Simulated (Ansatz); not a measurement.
Computed with Ansatz.

A structure relaxed at PBE0-D4/def2-TZVP, charge 0, multiplicity 1:

| atom | x (Å) | y (Å) | z (Å) |
| --- | --- | --- | --- |
| C1 | 0.767 | -1.865 | 1.694 |
| N2 | 1.064 | -0.851 | 0.995 |
| C3 | 0.053 | -0.278 | 0.231 |
| C4 | 0.299 | 0.790 | -0.522 |
| C5 | -0.701 | 1.478 | -1.371 |
| F6 | -1.941 | 0.882 | -1.299 |
| H7 | -0.239 | -2.301 | 1.720 |
| H8 | 1.537 | -2.335 | 2.302 |
| H9 | -0.945 | -0.722 | 0.262 |
| H10 | 1.303 | 1.204 | -0.527 |
| H11 | -0.385 | 1.472 | -2.422 |
| H12 | -0.813 | 2.526 | -1.064 |

**Question.** Give its formula and SMILES.

**Answer.** C4H6FN, `C=N/C=C/CF`.

**Question.** Point group (tolerance 0.08 Å, 0.16 Å for H)?

**Answer.** Cs.

**Question.** Summarise the bond lengths by kind.

**Answer.** 2 × C–N 1.266 to 1.391 Å; 6 × C–H 1.086 to 1.098 Å; 2 × C–C 1.330 to 1.481 Å; 1 × C–F 1.378 Å.
